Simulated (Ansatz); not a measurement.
# C₃H₄FNO: up Jacob's ladder to CCSD(T)

How much do the methods differ for C₃H₄FNO? The plan is to run it at one geometry with functionals of several rungs and with coupled cluster. The yardstick is the atomisation energy at the CCSD(T) limit.

Method: functionals in def2-TZVPP, the program's frozen cores in correlated methods; program: Ansatz 0.2.0, Gaussian basis.

Plan: PBE-D4, r2SCAN-D4, PBE0-D4, B3LYP-D4, ωB97X-V, ωB97M-V, B2PLYP; CCSD(T)/def2-TZVPP; MP2/def2-QZVPP; extrapolation to the limit.

### Step 1. Structure used throughout

An earlier PBE0-D4 in a triple-zeta def2 set relaxation fixed the geometry.

SMILES `N/C=C1\OC1F`, 10 atoms, charge 0, spin multiplicity 1.

Atoms are counted from 1 here; the program's logs count them from 0.

Bond lengths: N1–C2 1.391 Å, N1–H7 1.008 Å, N1–H8 1.009 Å, C2–C3 1.318 Å, C2–H9 1.083 Å, C3–O4 1.390 Å, C3–C5 1.413 Å, O4–C5 1.419 Å, C5–F6 1.345 Å, C5–H10 1.087 Å. Angles: C2–N1–H7 113.8°, C2–N1–H8 114.0°, H7–N1–H8 111.0°, N1–C2–C3 125.1°, N1–C2–H9 116.6°, C3–C2–H9 118.2°, C2–C3–O4 138.0°, C2–C3–C5 161.1°, O4–C3–C5 60.8°, C3–O4–C5 60.4°, C3–C5–O4 58.8°, C3–C5–F6 120.7°, C3–C5–H10 124.9°, O4–C5–F6 115.1°, O4–C5–H10 115.8°, F6–C5–H10 110.6°.

### Step 2. PBE-D4 (GGA)

in.yaml

```yaml
crystal:
  periodic: [false, false, false]
  atoms:
    - {symbol: N, position_ang: [-0.896741, -1.630425, 0.698999]}
    - {symbol: C, position_ang: [-0.157431, -0.927035, -0.246527]}
    - {symbol: C, position_ang: [0.276744, 0.308622, -0.103409]}
    - {symbol: O, position_ang: [0.188306, 1.332248, 0.832231]}
    - {symbol: C, position_ang: [0.955727, 1.523982, -0.346261]}
    - {symbol: F, position_ang: [0.459018, 2.427475, -1.210181]}
    - {symbol: H, position_ang: [-1.584968, -2.249557, 0.299813]}
    - {symbol: H, position_ang: [-1.305252, -1.049146, 1.415554]}
    - {symbol: H, position_ang: [0.127128, -1.468840, -1.139705]}
    - {symbol: H, position_ang: [2.020568, 1.681577, -0.197514]}
basis:
  gaussian: {orbitals: def2-TZVPP}
hamiltonian: {xc: pbe, dispersion: d4}
output: {forces: true, orbitals: {seedname: orbitals}}
```

The run is started by

```sh
> ansatz run in.yaml --threads 4 --pin off --events-out ev --progress --plain --max-ram 10444MiB
```

Further steps of the session: r2SCAN-D4 (meta-GGA); PBE0-D4 (hybrid); B3LYP-D4 (hybrid); ωB97X-V (range-separated); ωB97M-V (range-separated); B2PLYP (double hybrid); CCSD(T) in def2-TZVPP; MP2 in def2-QZVPP.

**Question.** What will the summary of the whole plan be? Wanted: atomisation energy, CCSD(T)/CBS; farthest; mean size of error, hybrid; mean size of error, range-separated; gap, smallest and largest; T1 diagnostic; triples share of the correlation energy.

**Answer**, as computed:

```
                               quantity                                  value
        atomisation energy, CCSD(T)/CBS                          4079.1 kJ/mol
 functionals within 20.4 kJ/mol (0.5 %)  none; nearest B3LYP-D4 (+21.0 kJ/mol)
                               farthest                 PBE-D4 (+228.9 kJ/mol)
             mean size of error, hybrid                            45.7 kJ/mol
    mean size of error, range-separated                            32.9 kJ/mol
              gap, smallest and largest   4.59 eV (PBE-D4), 11.11 eV (ωB97X-V)
                          T1 diagnostic                                 0.0137
triples share of the correlation energy                                  4.1 %
```

**Reading.** PBE-D4 misses by +228.9 kJ/mol. Double hybrids carry the basis error of their MP2 part in triple zeta, and no dispersion term here, so their miss is partly the set-up's. The reference freezes the cores and leaves out relativity and excitations past (T), so misses under about 20.4 kJ/mol can't be ranked. Hartree-Fock recovers 66 % of the binding; the rest is correlation. The gap grows from 4.6 to 11.1 eV across the functionals, mostly with the share of exact exchange.
